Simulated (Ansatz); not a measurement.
## Relaxing BaV2

Computed with DFT PBE, scalar-relativistic, plane waves, PAW in Ansatz. Cutoff 420 eV, Γ-centred k mesh, Gaussian smearing, no spin polarisation in the final step.

A relaxed cell is given with its space group left out.

```
CELL_PARAMETERS angstrom
0.00000 3.97141 3.97141
3.97141 0.00000 3.97141
3.97141 3.97141 0.00000
ATOMIC_POSITIONS crystal
Ba 0.50000 0.50000 0.50000
Ba 0.75000 0.75000 0.75000
V 0.12500 0.12500 0.12500
V 0.62500 0.12500 0.12500
V 0.12500 0.12500 0.62500
V 0.12500 0.62500 0.12500
```

The zero of energy is the elements' standard structures at the same level; no fitted shifts are applied.

Problem. What space group does it have?

Solution. Fd-3m (No. 227). Conventional cell: a = 7.943 Å. Ba has 12 V at 3.29 Å and 4 Ba at 3.44 Å; V has 6 V at 2.81 Å and 6 Ba at 3.29 Å.

Problem. How far does it lie from the elements in energy?

Solution. 1.09 eV/atom.

Problem. Is it a metal?

Solution. Yes, bands cross the Fermi level on the 8×8×8 mesh.

The final run used a 8×8×8 mesh on its 6-atom cell and 0.10 eV smearing. For metals, differences of a few meV/atom aren't resolved. The cell came from a trial start, so BaV2 may not exist in this structure.

Cost: 2 runs of about 0.93 core-minutes in all, on Arm Neoverse V2 (shared hosts).